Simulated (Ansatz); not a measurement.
# Structural energy differences of scandium

These are results of Ansatz 0.2.0, DFT, BLYP, plane waves (420 eV) with PAW, scalar-relativistic, not measurements. (PAW data from PBE, frozen cores regenerated.)

Each structure is relaxed within its own symmetry, so a high-lying one may be dynamically unstable.

| structure | ΔE (meV/atom) | V (Å³/atom) | cell | magnetic state |
| --- | --- | --- | --- | --- |
| hcp | 0 | 25.08 | a = 3.339 Å, c = 5.194 Å (c/a = 1.556) | spin not included |
| dhcp | 22 | 25.05 | a = 3.311 Å, c = 10.555 Å (c/a = 3.188) | spin not included |
| fcc | 46 | 25.07 | a = 4.646 Å | spin not included |
| omega (AlB2-type) | 58 | 24.89 | a = 5.159 Å, c = 3.239 Å (c/a = 0.628) | spin not included |
| bcc | 108 | 25.24 | a = 3.696 Å | spin not included |
| A15 | 231 | 25.97 | a = 5.923 Å | spin not included |
| beta-Sn type | 391 | 25.29 | a = 5.695 Å, c = 3.119 Å (c/a = 0.548) | spin not included |
| simple cubic | 692 | 26.97 | a = 2.999 Å | spin not included |
| diamond | 1730 | 40.86 | a = 6.888 Å | spin not included |

ΔE counts from hcp.

Differences under about 8 meV lie within the error of the k-point mesh.
